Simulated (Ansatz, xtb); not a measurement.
# Isomers of C3H3FO2 in order of energy

11 gas-phase structures of C3H3FO2, from a drawn sample of its isomers (lower ones may exist). Each was relaxed with GFN2-xTB; where two conformers were screened, the lower at r2SCAN-D4/def2-SVP is listed:

A. `O=CO/C=C/F`, a singlet
B. `O=C1OC[C@@H]1F`, a singlet
C. `O=C[C@]1(F)CO1`, a singlet
D. `O=C(O)/C=C/F`, a singlet
E. `O=C(O)/C=C\F`, a singlet
F. `O=C1C[C@H](F)O1`, a singlet
G. `O=C=COCF`, a singlet
H. `O=CO/C=C\F`, a singlet
I. `C=C(F)C(=O)O`, a singlet
J. `O=C1CO[C@@H]1F`, a singlet
K. `FC1=COCO1`, a singlet

Q: Estimate their order in r2SCAN-D4/def2-SVP energy at these geometries, lowest first.

A: Calculated order at r2SCAN-D4/def2-SVP: D (0.0), I (1.9), E (2.1), F (2.5), B (15.3), H (19.7), A (20.1), J (31.0), C (37.4), K (38.7), G (41.3) kcal/mol. Less than 1 kcal/mol parts I and E; E and F; H and A, so the order within those pairs means little.

Energies above the lowest of each column, in kcal/mol; the last columns are at B3LYP/def2-SVP geometries and were run for some of them only (a dash: not run or not comparable):

```json
{"structure": "D", "GFN2-xTB": "5.4", "HF/STO-3G": "28.0", "r2SCAN-D4/def2-SVP": "0.0", "B3LYP/def2-SVP": "0.0", "CCSD(T)/def2-SVP + ΔMP2/def2-TZVPP": "0.0"}
{"structure": "I", "GFN2-xTB": "8.7", "HF/STO-3G": "30.5", "r2SCAN-D4/def2-SVP": "1.9", "B3LYP/def2-SVP": "2.1", "CCSD(T)/def2-SVP + ΔMP2/def2-TZVPP": "2.1"}
{"structure": "E", "GFN2-xTB": "7.9", "HF/STO-3G": "29.7", "r2SCAN-D4/def2-SVP": "2.1", "B3LYP/def2-SVP": "2.0", "CCSD(T)/def2-SVP + ΔMP2/def2-TZVPP": "2.4"}
{"structure": "F", "GFN2-xTB": "0.0", "HF/STO-3G": "0.0", "r2SCAN-D4/def2-SVP": "2.5", "B3LYP/def2-SVP": "4.2", "CCSD(T)/def2-SVP + ΔMP2/def2-TZVPP": "2.5"}
{"structure": "B", "GFN2-xTB": "7.9", "HF/STO-3G": "8.2", "r2SCAN-D4/def2-SVP": "15.3", "B3LYP/def2-SVP": "15.9", "CCSD(T)/def2-SVP + ΔMP2/def2-TZVPP": "–"}
{"structure": "H", "GFN2-xTB": "15.1", "HF/STO-3G": "35.0", "r2SCAN-D4/def2-SVP": "19.7", "B3LYP/def2-SVP": "17.7", "CCSD(T)/def2-SVP + ΔMP2/def2-TZVPP": "–"}
{"structure": "A", "GFN2-xTB": "13.6", "HF/STO-3G": "34.6", "r2SCAN-D4/def2-SVP": "20.1", "B3LYP/def2-SVP": "–", "CCSD(T)/def2-SVP + ΔMP2/def2-TZVPP": "–"}
{"structure": "J", "GFN2-xTB": "22.9", "HF/STO-3G": "17.3", "r2SCAN-D4/def2-SVP": "31.0", "B3LYP/def2-SVP": "–", "CCSD(T)/def2-SVP + ΔMP2/def2-TZVPP": "–"}
{"structure": "C", "GFN2-xTB": "29.6", "HF/STO-3G": "38.0", "r2SCAN-D4/def2-SVP": "37.4", "B3LYP/def2-SVP": "–", "CCSD(T)/def2-SVP + ΔMP2/def2-TZVPP": "–"}
{"structure": "K", "GFN2-xTB": "11.3", "HF/STO-3G": "8.6", "r2SCAN-D4/def2-SVP": "38.7", "B3LYP/def2-SVP": "–", "CCSD(T)/def2-SVP + ΔMP2/def2-TZVPP": "–"}
{"structure": "G", "GFN2-xTB": "27.6", "HF/STO-3G": "50.8", "r2SCAN-D4/def2-SVP": "41.3", "B3LYP/def2-SVP": "–", "CCSD(T)/def2-SVP + ΔMP2/def2-TZVPP": "–"}
```

CCSD(T)/def2-SVP + ΔMP2/def2-TZVPP puts D lowest of those it was run on; GFN2-xTB picks F, HF/STO-3G picks F. Flexible structures stand in one conformer each, not always the lowest. Frequencies (B3LYP/def2-SVP) were run for D, E, F, I alone. ΔMP2 is the change of the MP2 energy from the smaller to the larger basis.

Over these structures GFN2-xTB departs from r2SCAN-D4/def2-SVP by 7.0 kcal/mol on average once a common shift is removed. A GFN2-xTB relaxation took about 0.047 s and the r2SCAN-D4/def2-SVP energy about 1.7 s on a shared host (Ansatz 0.2.0, xtb 6.7.1).
